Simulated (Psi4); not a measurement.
**One shape, several levels: BF2 (SMILES F[B]F)**

We compute a comparison of 4 runs (UHF/STO-3G, UB3LYP/6-31G*, U-wB97X-V/cc-pVTZ, UTPSSh/cc-pVTZ) of BF2. 

The calculation is run with Psi4 1.11.

## Step 1: The structure to begin with

The species is BF2 (3 atoms), meant as a doublet with charge 0. As SMILES, `F[B]F`. The F1–B2 distance was set to 1.698 Å, away from the relaxed value.

Bond lengths: B2–F3 1.306 Å. A long bond or contact: F1–B2 1.698 Å.

## Step 2: A single-point energy at UHF/STO-3G (run 1)

File bf2.xyz:

```xyz
3
BF2
F      0.583336    -1.429774     0.153609
B      0.279000     0.240500     0.181300
F     -0.802900     0.738900    -0.354600
```

File run.py:

```python
import numpy as np
from ase.calculators.psi4 import Psi4
from ase.io import read

a = read('bf2.xyz')
calc = Psi4(atoms=a, method='scf', basis='STO-3G', memory='1600MB', num_threads=1, charge=0, multiplicity=2, label='calc', reference='uhf')
calc.psi4.set_options({'puream': True, 'e_convergence': 1e-09, 'd_convergence': 1e-08, 'scf_type': 'pk', 'maxiter': 200})
a.calc = calc

print(f'energy: {a.get_potential_energy():.6f} eV')
```

On the command line:

```
$ python run.py
```

calc.dat:

```text
[...]
  Running in c1 symmetry.
[...]
  Nuclear repulsion =   48.593030245616106
[...]
  Multiplicity = 2
[...]
  Nalpha       = 12
  Nbeta        = 11
[...]
    Number of basis functions: 15
[...]
   @UHF iter   1:  -220.24794019064279   -1.48328e+00   2.32744e-02 DIIS/ADIIS
[...]
   @UHF iter  18:  -220.39467341990877   -2.55795e-13   1.93277e-09 DIIS
[...]
   @S^2 Observed:                8.036075747E-01
[...]
  @UHF Final Energy:  -220.39467341990877
   => Energetics <=
    Nuclear Repulsion Energy =             48.5930302456161058
    One-Electron Energy =                -407.0195434607342690
    Two-Electron Energy =                 138.0318397952094074
    Total Energy =                       -220.3946734199087700
  UHF NO Occupations:
  HONO-2 :   10  A 1.9994946
  HONO-1 :   11  A 1.9736440
[...]
 Multipole Moments:
 ------------------------------------------------------------------------------------
     Multipole            Electronic (a.u.)      Nuclear  (a.u.)        Total (a.u.)
 ------------------------------------------------------------------------------------
 L = 1.  Multiply by 2.5417464519 to convert [e a0] to [Debye]
 Dipole X            :          0.0431276           -0.1226851           -0.0795575
 Dipole Y            :          0.6576299           -0.1848999            0.4727299
 Dipole Z            :          0.1003727           -0.0889242            0.0114486
 Magnitude           :                                                    0.4795144
[...]
```

The script printed:

```text
energy: -5997.244536 eV
```

Run time: 2 s. Hardware: 1 thread of Intel Xeon Platinum 8375C at 2.90GHz (Ice Lake), shared host; peak memory 0.19 GiB.

## Step 3: Energy and forces at UB3LYP/6-31G(d) (spherical functions) (run 2)

bf2.xyz is that of step 2.

File bf2.py:

```python
import psi4

psi4.set_memory('1600 MB')
psi4.set_num_threads(1)
psi4.set_output_file('bf2.out', False)

with open('bf2.xyz') as f:
    atoms = ''.join(f.readlines()[2:])
molecule = psi4.geometry('0 2\n' + atoms + 'symmetry c1\nno_reorient\nno_com')

options = {'basis': '6-31G*', 'reference': 'uks', 'puream': True, 'e_convergence': 1e-09, 'd_convergence': 1e-08, 'scf_type': 'pk', 'dft_radial_points': 99, 'dft_spherical_points': 590, 'maxiter': 200}
psi4.set_options(options)

result, w = psi4.gradient('b3lyp', molecule=molecule, return_wfn=True)
psi4.oeprop(w, 'MAYER_INDICES', 'LOWDIN_CHARGES', 'WIBERG_LOWDIN_INDICES')
print('gradient / Eh bohr^-1')
print(result.np.round(6))
print(f'energy = {w.energy():.10f} Eh')
```

On the command line:

```
$ python bf2.py
```

bf2.out:

```text
[...]
  Running in c1 symmetry.
[...]
  Nuclear repulsion =   48.593030245616106
[...]
  Multiplicity = 2
[...]
  Nalpha       = 12
  Nbeta        = 11
[...]
    Number of basis functions: 42
[...]
   @UKS iter   1:  -224.41709020833085   -5.43532e-01   1.14875e-02 ADIIS/DIIS
[...]
   @UKS iter  13:  -224.50070874842106   -3.97904e-13   2.27665e-09 DIIS
[...]
   @S^2 Observed:                7.530244703E-01
[...]
  @UKS Final Energy:  -224.50070874842106
   => Energetics <=
    Nuclear Repulsion Energy =             48.5930302456161058
    One-Electron Energy =                -408.3497470235007540
    Two-Electron Energy =                 155.3916594686351402
    DFT Exchange-Correlation Energy =     -20.1356514391715251
    Empirical Dispersion Energy =           0.0000000000000000
    VV10 Nonlocal Energy =                  0.0000000000000000
    Total Energy =                       -224.5007087484210615
[...]
  -Total Gradient:
     Atom            X                  Y                   Z
    ------   -----------------  -----------------  -----------------
       1        0.022507624338    -0.106253982139    -0.000033466344
       2       -0.006524552882     0.094000536027     0.007380063192
       3       -0.015981824895     0.012255515965    -0.007345671028
[...]
```

Standard output:

```text
gradient / Eh bohr^-1
[[ 2.25080e-02 -1.06254e-01 -3.30000e-05]
 [-6.52500e-03  9.40010e-02  7.38000e-03]
 [-1.59820e-02  1.22560e-02 -7.34600e-03]]
energy = -224.5007087484 Eh
```

Wall time 8.1 s (1 thread of Intel Xeon Platinum 8375C at 2.90GHz (Ice Lake), shared host); peak memory 0.39 GiB.

## Step 4: The energy at U-wB97X-V/cc-pVTZ (run 3)

bf2.xyz is that of step 3.

File run.py:

```python
import numpy as np
from ase.calculators.psi4 import Psi4
from ase.io import read

a = read('bf2.xyz')
calc = Psi4(atoms=a, method='wb97x-v', basis='cc-pVTZ', memory='1600MB', num_threads=1, charge=0, multiplicity=2, label='calc', reference='uks')
calc.psi4.set_options({'puream': True, 'e_convergence': 1e-09, 'd_convergence': 1e-08, 'scf_type': 'pk', 'dft_radial_points': 99, 'dft_spherical_points': 590, 'maxiter': 200})
a.calc = calc

print(f'energy: {a.get_potential_energy():.6f} eV')
```

On the command line:

```
$ python run.py
```

calc.dat:

```text
[...]
  Running in c1 symmetry.
[...]
  Nuclear repulsion =   48.593030245616106
[...]
  Multiplicity = 2
[...]
  Nalpha       = 12
  Nbeta        = 11
[...]
    Number of basis functions: 90
[...]
   @UKS iter   1:  -224.42877626554892   -8.30513e-01   5.66842e-03 ADIIS/DIIS
[...]
   @UKS iter  13:  -224.52013189273819   -6.53699e-12   6.95765e-09 DIIS
[...]
   @S^2 Observed:                7.530754454E-01
[...]
  @UKS Final Energy:  -224.52013189273819
   => Energetics <=
    Nuclear Repulsion Energy =             48.5930302456161058
    One-Electron Energy =                -408.0516235611687534
    Two-Electron Energy =                 152.6670933558523586
    DFT Exchange-Correlation Energy =     -17.8262348645124256
    Empirical Dispersion Energy =           0.0000000000000000
    VV10 Nonlocal Energy =                  0.0976029314745438
    Total Energy =                       -224.5201318927381919
[...]
 Multipole Moments:
 ------------------------------------------------------------------------------------
     Multipole            Electronic (a.u.)      Nuclear  (a.u.)        Total (a.u.)
 ------------------------------------------------------------------------------------
 L = 1.  Multiply by 2.5417464519 to convert [e a0] to [Debye]
 Dipole X            :         -0.0194695           -0.1226851           -0.1421546
 Dipole Y            :          0.9773214           -0.1848999            0.7924215
 Dipole Z            :          0.1032861           -0.0889242            0.0143619
 Magnitude           :                                                    0.8051994
[...]
```

The script printed:

```text
energy: -6109.503979 eV
```

Run time: 32 s. Hardware: 1 thread of Intel Xeon Platinum 8375C at 2.90GHz (Ice Lake), shared host; peak memory 0.81 GiB.

## Step 5: The energy at UTPSSh/cc-pVTZ (run 4)

File input.inp:

```
memory 1600 MB

molecule {
  0 2
  F      0.583336    -1.429774     0.153609
  B      0.279000     0.240500     0.181300
  F     -0.802900     0.738900    -0.354600
  units angstrom
  symmetry c1
}

set basis cc-pVTZ
set reference uks
set puream true
set e_convergence 1e-09
set d_convergence 1e-08
set scf_type pk
set dft_radial_points 99
set dft_spherical_points 590
set maxiter 200

energy('tpssh')
print_variables()
```

On the command line:

```
$ psi4 -n 1 input.inp input.out
```

input.out:

```text
[...]
  Running in c1 symmetry.
[...]
  Nuclear repulsion =   48.593030245616106
[...]
  Multiplicity = 2
[...]
  Nalpha       = 12
  Nbeta        = 11
[...]
    Number of basis functions: 90
[...]
   @UKS iter   1:  -224.51445903156346   -5.58218e-01   5.74847e-03 DIIS/ADIIS
[...]
   @UKS iter  13:  -224.59686186439103   -3.69482e-13   2.04046e-09 DIIS
[...]
   @S^2 Observed:                7.535052468E-01
[...]
  @UKS Final Energy:  -224.59686186439103
   => Energetics <=
    Nuclear Repulsion Energy =             48.5930302456161058
    One-Electron Energy =                -408.1623002807076546
    Two-Electron Energy =                 157.4644730538905151
    DFT Exchange-Correlation Energy =     -22.4920648831899790
    Empirical Dispersion Energy =           0.0000000000000000
    VV10 Nonlocal Energy =                  0.0000000000000000
    Total Energy =                       -224.5968618643910304
[...]
 Multipole Moments:
 ------------------------------------------------------------------------------------
     Multipole            Electronic (a.u.)      Nuclear  (a.u.)        Total (a.u.)
 ------------------------------------------------------------------------------------
 L = 1.  Multiply by 2.5417464519 to convert [e a0] to [Debye]
 Dipole X            :          0.0262761           -0.1503392           -0.1240631
 Dipole Y            :          0.9495617           -0.1858635            0.7636981
 Dipole Z            :         -0.0000000            0.0000000           -0.0000000
 Magnitude           :                                                    0.7737096
[...]
```

Wall time 36 s (1 thread of Intel Xeon Platinum 8375C at 2.90GHz (Ice Lake), shared host); peak memory 0.82 GiB.

## Step 6: The series

| run | level | task | integration grid | energy (Eh) | dipole moment (D) | HOMO energy (eV) | LUMO energy (eV) | wall time |
| --- | --- | --- | --- | --- | --- | --- | --- | --- |
| 1 | UHF/STO-3G | energy | – | -220.394673 | 1.22 | -8.35 | 6.87 | 2 s |
| 2 | UB3LYP/6-31G* (spherical functions) | gradient | 99 radial × 590 angular | -224.500709 | 1.86 | -7.57 | -3.34 | 8.1 s |
| 3 | U-wB97X-V/cc-pVTZ | energy | 99 radial × 590 angular | -224.520132 | 2.05 | -10.70 | -1.58 | 32 s |
| 4 | UTPSSh/cc-pVTZ | energy | 99 radial × 590 angular | -224.596862 | 1.97 | -7.67 | -4.08 | 36 s |

## Step 7: Results

| quantity | value |
| --- | --- |
| run 4: total energy | -224.59686 Eh |
| run 4: dipole moment | 1.97 D |
| run 4: HOMO energy (highest over α and β) | -7.67 eV |
| run 4: LUMO energy (lowest over α and β) | -4.08 eV |
| run 4: ⟨S²⟩ | 0.754 |

**Reading.** The dipole moment (its size) runs from 1.22 D (UHF/STO-3G) to 2.05 D (U-wB97X-V/cc-pVTZ). The two ends differ in method and basis. Totals of different functionals can't be ranked against each other. In run 1 the basis is minimal, so the values are rough. All runs together took 77 s, the longest 36 s.
